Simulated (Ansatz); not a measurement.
The input, for Ansatz 0.2.0:

```yaml
crystal:
  periodic: [false, false, false]
  atoms:
    - {symbol: Al, position_ang: [0.000000, 0.000000, 0.000000]}
    - {symbol: Al, position_ang: [0.000000, 0.000000, 2.478843]}
basis:
  gaussian: {orbitals: def2-SVP}
magnetization: {spin_polarized: false, initial_magnetization: 2}
correlation: {method: bccd, electrons: all}
accuracy: high
output: {forces: true}
```

```sh
$ ansatz run in.yaml --threads 1 --pin off --events-out ev --progress --plain --max-ram 2393MiB
```

Output:

```
579 factors; integrals over basis functions are off by at most 3.6e-9 eV
mean field evaluation 1: about -13159.0254 eV, gradient 2.6e0 eV
mean field evaluation 2: about -13159.0278 eV, gradient 2.6e0 eV
mean field evaluation 4: about -13159.1205 eV, gradient 2.0e-1 eV
mean field evaluation 8: about -13159.1211 eV, gradient 2.5e-6 eV
mean field evaluation 16: about -13159.2812 eV, gradient 7.9e-2 eV
mean field evaluation 32: about -13159.1211 eV, gradient 6.0e-4 eV
mean field evaluation 64: about -13158.9861 eV, gradient 3.1e0 eV
mean field evaluation 96: about -13159.1211 eV, gradient 1.3e-4 eV
mean field evaluation 128: about -13157.3108 eV, gradient 4.9e-2 eV
mean field evaluation 160: about -13156.5179 eV, gradient 5.6e-2 eV
...
cycle   9  -3.39286652 eV  change   -1.6e-7 eV  update   1.1e-6
cycle  10  -3.39286622 eV  change    3.0e-7 eV  update   3.4e-7
cycle  11  -3.39286626 eV  change   -4.7e-8 eV  update   1.3e-7
cycle  12  -3.39286633 eV  change   -7.0e-8 eV  update   6.0e-8
cycle  13  -3.39286636 eV  change   -2.4e-8 eV  update   2.9e-8
cycle  14  -3.39286636 eV  change   -3.1e-9 eV  update   9.4e-8
cycle  15  -3.39286637 eV  change   -8.7e-9 eV  update   3.8e-8
cycle  16  -3.39286637 eV  change   -4.7e-9 eV  update   1.1e-8
cycle  17  -3.39286638 eV  change   -3.1e-9 eV  update   3.6e-9
cycle  18  -3.39286638 eV  change  -1.9e-10 eV  update   1.3e-9
the calculation of the forces begins
Total energy: -13162.67540799 eV, -483.7193992620 hartree
Atom 0 at     0.000000     0.000000     0.000000 Å, force    -0.000000    -0.000000    -1.316688 eV/Å
Atom 1 at     0.000000     0.000000     2.478843 Å, force     0.000000     0.000000     1.316688 eV/Å
Dipole moment:    -0.000000    -0.000000    -0.000000 e Å
```

Forces (eV/Å):
```
Al   0.000  0.000 -1.317
Al   0.000  0.000  1.317
```

Ran on 1 thread of AMD EPYC 9R14, shared host: 12 s wall, 0.26 GiB peak host memory.
